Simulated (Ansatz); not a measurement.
# C3H6F2: a ladder of functionals and wavefunction methods

The task here is to estimate one member of a computed series from the others.

Computed with Ansatz 0.2.0, Gaussian basis. Level: functionals in def2-TZVPP, the program's frozen cores in correlated methods.

The runs, in order: PBE-D4, r2SCAN-D4, PBE0-D4, B3LYP-D4, ωB97X-V, ωB97M-V, B2PLYP; CCSD(T)/def2-TZVPP; MP2/def2-QZVPP; extrapolation to the limit.

## The geometry

All runs share one geometry, relaxed beforehand with PBE0-D4 in a triple-zeta def2 set.

SMILES `CC(F)CF`, 11 atoms, charge 0, spin multiplicity 1.

Atoms are counted from 1 here; the program's logs count them from 0.

Bond lengths: C1–C2 1.504 Å, C1–H6 1.092 Å, C1–H7 1.092 Å, C1–H8 1.091 Å, C2–F3 1.390 Å, C2–C4 1.515 Å, C2–H9 1.096 Å, C4–F5 1.380 Å, C4–H10 1.093 Å, C4–H11 1.094 Å. Angles: C2–C1–H6 109.7°, C2–C1–H7 110.4°, C2–C1–H8 110.6°, H6–C1–H7 108.7°, H6–C1–H8 108.7°, H7–C1–H8 108.8°, C1–C2–F3 109.7°, C1–C2–C4 113.6°, C1–C2–H9 110.8°, F3–C2–C4 106.1°, F3–C2–H9 107.2°, C4–C2–H9 109.1°, C2–C4–F5 109.2°, C2–C4–H10 110.3°, C2–C4–H11 110.5°, F5–C4–H10 108.6°, F5–C4–H11 108.6°, H10–C4–H11 109.5°.

Set-up of the first run:

Input file in.yaml:

```yaml
crystal:
  periodic: [false, false, false]
  atoms:
    - {symbol: C, position_ang: [-1.089593, -0.544869, 0.457601]}
    - {symbol: C, position_ang: [0.331963, -0.055655, 0.480242]}
    - {symbol: F, position_ang: [1.192022, -1.127480, 0.688651]}
    - {symbol: C, position_ang: [0.772299, 0.590153, -0.817468]}
    - {symbol: F, position_ang: [0.033490, 1.736609, -1.028394]}
    - {symbol: H, position_ang: [-1.764372, 0.291475, 0.265665]}
    - {symbol: H, position_ang: [-1.222632, -1.289552, -0.330583]}
    - {symbol: H, position_ang: [-1.355121, -0.994933, 1.415055]}
    - {symbol: H, position_ang: [0.488390, 0.650066, 1.303614]}
    - {symbol: H, position_ang: [1.830040, 0.860709, -0.766847]}
    - {symbol: H, position_ang: [0.608715, -0.089523, -1.659534]}
basis:
  gaussian: {orbitals: def2-TZVPP}
hamiltonian: {xc: pbe, dispersion: d4}
output: {forces: true, orbitals: {seedname: orbitals}}
```

The run is started by

```
> ansatz run in.yaml --threads 4 --pin off --events-out ev --progress --plain --max-ram 10444MiB
```

Steps of the session up to this table: PBE-D4 (GGA); r2SCAN-D4 (meta-GGA); PBE0-D4 (hybrid); B3LYP-D4 (hybrid); ωB97X-V (range-separated); ωB97M-V (range-separated); B2PLYP (double hybrid); CCSD(T) in def2-TZVPP; MP2 in def2-QZVPP.

One of the session's tables, all rows but one given; the rest of the session is left out.

It belongs to the step «Atomisation energies». 

| method | atomisation energy (eV) |
| --- | --- |
| PBE-D4 | 45.533 |
| r2SCAN-D4 | 44.553 |
| PBE0-D4 | 44.648 |
| B3LYP-D4 | 44.396 |
| ωB97X-V | 44.530 |
| ωB97M-V | 44.559 |
| B2PLYP | 44.026 |
| HF/def2-TZVPP | 32.797 |
| MP2/def2-TZVPP | 44.210 |
| CCSD/def2-TZVPP | 42.818 |
| CCSD(T)/def2-TZVPP | ? |
| MP2/CBS | 45.236 |
| CCSD(T)/CBS | 44.443 |

**Question.** Estimate the row for CCSD(T)/def2-TZVPP.

The run gave: atomisation energy (eV): 43.416. In the column «atomisation energy (eV)» it lies between CCSD/def2-TZVPP (42.818) and B2PLYP (44.026).
